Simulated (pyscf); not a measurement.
## Four-centre exchange: `[Cl][SiH]([Cl])[Cl]` + `[OH2]` → `[OH][Si]([Cl])([Cl])[Cl]` + `[H][H]`

Gas phase, singlet surface, charge 0. Bonds broken: Si2–H5, O6–H7. Bonds formed: Si2–O6, H5–H7. PySCF, gas phase, ωB97X-D3(BJ)/def2-SVP geometries.

Transition state (Å):

```xyz
8

Cl     1.4435     0.6048    -0.9808
Si    -0.2286     0.3509     0.1814
Cl     0.3497     1.4282     1.8847
Cl    -1.9125     1.4243    -0.3203
H     -0.7533    -0.8889    -0.8386
O     -0.4210    -1.1697     1.1531
H     -0.8338    -1.4459     0.1162
H     -0.7261    -1.2325     2.0736
```

One imaginary mode, 1431i cm⁻¹; descent along it reached the two sides named, in the forms told below.

```tsv
bond	change	reactant side (Å)	saddle	product side
Si2–H5	breaks	1.464	1.689	3.8
O6–H7	breaks	0.966	1.150	2.6
Si2–O6	forms	2.9	1.815	1.638
H5–H7	forms	3.2	1.108	0.760
```

Electronic energies relative to the separated reactants (eV):

```tsv
level	barrier	reaction energy	reverse barrier
ωB97X-D3(BJ)/def2-TZVP	1.48	-0.94	2.42
PBE/def2-TZVP	1.29	-0.85	2.14
r²SCAN/def2-TZVP	1.32	-0.99	2.31
B3LYP-D3(BJ)/def2-TZVP	1.49	-0.92	2.42
PBE0-D3(BJ)/def2-TZVP	1.36	-0.87	2.23
M06-2X/def2-TZVP	1.46	-1.03	2.49
ωB97M-D3(BJ)/def2-TZVP	1.47	-0.92	2.39
HF/def2-TZVP	2.36	-0.83	3.19
```

With ωB97M-D3(BJ)/def2-TZVP energies and thermal terms (ideal gas, 1 atm, RRHO with modes under 100 cm⁻¹ raised to 100, one conformer, R ln 2 for rigid chiral ones), in eV:

```json
[
 {"T (K)": "298", "ΔH‡": "1.39", "ΔG‡": "1.84", "ΔH": "-1.06", "ΔG": "-1.00"},
 {"T (K)": "600", "ΔH‡": "1.39", "ΔG‡": "2.29", "ΔH": "-1.01", "ΔG": "-0.96"},
 {"T (K)": "900", "ΔH‡": "1.42", "ΔG‡": "2.74", "ΔH": "-0.96", "ΔG": "-0.95"},
 {"T (K)": "1200", "ΔH‡": "1.46", "ΔG‡": "3.17", "ΔH": "-0.93", "ΔG": "-0.95"}
]
```

On the reactant side the descent ends in a complex (not fully relaxed), 0.18 eV under the separated species and 1.66 eV under the saddle at ωB97X-D3(BJ)/def2-TZVP. This is the saddle that the search found; another between the same sides may lie lower.
